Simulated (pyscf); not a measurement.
Single points on ωB97X-D3(BJ)/def2-SVP structures (PySCF, gas phase). Correlated levels are frozen-core, on RHF or UHF. ΔMP2 is the change of the MP2 total energy from the triple- to the quadruple-zeta basis.

Task: Cl–Si:–Cl (SMILES Cl[Si]Cl) [singlet] + NH₃ (SMILES N) → HCl (SMILES Cl) + H₂N–Si:–Cl (SMILES N[Si]Cl) [singlet]
Surface: singlet. Broken: Cl–Si, H–N. Formed: Cl–H, N–Si. Give ΔE‡ and ΔE from CCSD(T)/def2-TZVPP + ΔMP2(QZVPP), relative to the separated reactants.

Result: ΔE‡ = 10.4 kcal/mol, ΔE = +3.1 kcal/mol. Zero-point energy shifts the barrier by -1.1 kcal/mol. It is a four-centre exchange, with an imaginary mode of 589i cm⁻¹. On the reactant side the descent ends in an adduct with a N–Si contact, 26.0 kcal/mol under the separated species and 33.8 kcal/mol under the saddle at ωB97X-D3(BJ)/def2-TZVP. What is counted as formed (N–Si) is already present as a longer contact in the reactant adduct; forming that adduct is a step of its own. At ωB97X-D3(BJ)/def2-TZVP the barrier from the zero used here is 7.8 kcal/mol. One saddle was located; it need not be the lowest between these sides. The CCSD(T) − MP2 part came from Ansatz, without density fitting, on the same reference.
